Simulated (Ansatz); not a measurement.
Total energies of CH₇N₃S, SMILES `NC(N)(N)S`.

Z-matrix (Å, degrees):
```
C
N 1 1.445
N 1 1.445 2 119.5
N 1 1.427 2 106.2 3 119.9
S 1 1.869 2 102.5 3 -117.7
H 2 1.013 1 109.3 3 -66.4
H 2 1.011 1 111.3 3 55.1
H 3 1.011 1 110.8 2 -58.6
H 3 1.014 1 109.2 2 62.1
H 4 1.011 1 110.3 2 56.7
H 4 1.011 1 110.3 2 177.8
H 5 1.342 1 95.0 2 164.9
```

The species carries charge 0 and has multiplicity 1. All single points use the PBE0-D4/def2-TZVP geometry. It is one conformer, not always the lowest. Basis def2-TZVPP, Ansatz 0.2.0.

RPA on PBE orbitals: Hartree–Fock energy of these orbitals -602.85867 Eh, correlation -1.59782 Eh (frozen core).

```
functional  energy without D4 (Eh)  D4 term (kJ/mol)
       PBE              -604.44716             -26.1
    revPBE              -604.72977             -89.0
      BLYP              -604.78400             -59.1
    B97M-V              -604.73815                 –
     B3LYP              -604.88710             -42.0
   r2SCANh              -604.71309              -6.6
   r2SCAN0              -604.69512              -7.3
 CAM-B3LYP              -604.78399             -21.7
   LC-ωPBE              -604.63409                 –
   ωB97M-V              -604.76388                 –
```

(1) Give the same for LDA (SPW92), r2SCAN, PBE0, HSE06 (plane-wave form), BHLYP, ωB97X-V, B2PLYP, PBE-QIDH. (An estimate is asked.)

B3LYP takes the VWN-RPA correlation (the form of Gaussian; ORCA's B3LYP/G). HSE06 is the plane-wave form, built on full-range PBE exchange. The double hybrids freeze the cores in their second-order part.

Results:

(1) Ansatz gave: 
```csv
functional,energy without D4 (Eh),D4 term (kJ/mol)
LDA (SPW92),-601.78265,–
r2SCAN,-604.72586,-6.3
PBE0,-604.49340,-21.7
HSE06 (plane-wave form),-604.47520,-20.0
BHLYP,-604.73713,-29.4
ωB97X-V,-604.74555,–
B2PLYP,-604.57276,–
PBE-QIDH,-604.38093,–
```

LC-ωPBE has ω = 0.4 bohr⁻¹.
